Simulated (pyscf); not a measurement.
Structures and frequencies: ωB97X-D3(BJ)/def2-SVP in PySCF. MP2 and CC: frozen core, UHF for open shells. ΔMP2 is the change of the MP2 total energy from the triple- to the quadruple-zeta basis.

**Question.** BH₃ (SMILES B) + F–SiH₃ (SMILES F[SiH3]) → H₂B–F (SMILES BF) + SiH₄ (SMILES [SiH4])
Surface: singlet. Broken: B–H, F–Si. Formed: B–F, H–Si. Give ΔE‡ and ΔE from CCSD(T)/def2-TZVPP + ΔMP2(QZVPP), relative to the separated reactants.

**Answer.** ΔE‡ = 11.1 kcal/mol, ΔE = -5.8 kcal/mol. Zero-point energy shifts the barrier by +3.4 kcal/mol. It is a four-centre exchange, with an imaginary mode of 351i cm⁻¹. On the reactant side the descent ends in a complex, 4.4 kcal/mol under the separated species and 13.2 kcal/mol under the saddle at ωB97X-D3(BJ)/def2-TZVP. At ωB97X-D3(BJ) the barrier from the zero used here is 8.8 kcal/mol. One saddle was located; it need not be the lowest between these sides. The CCSD(T) − MP2 part came from Ansatz, without density fitting, on the same reference.
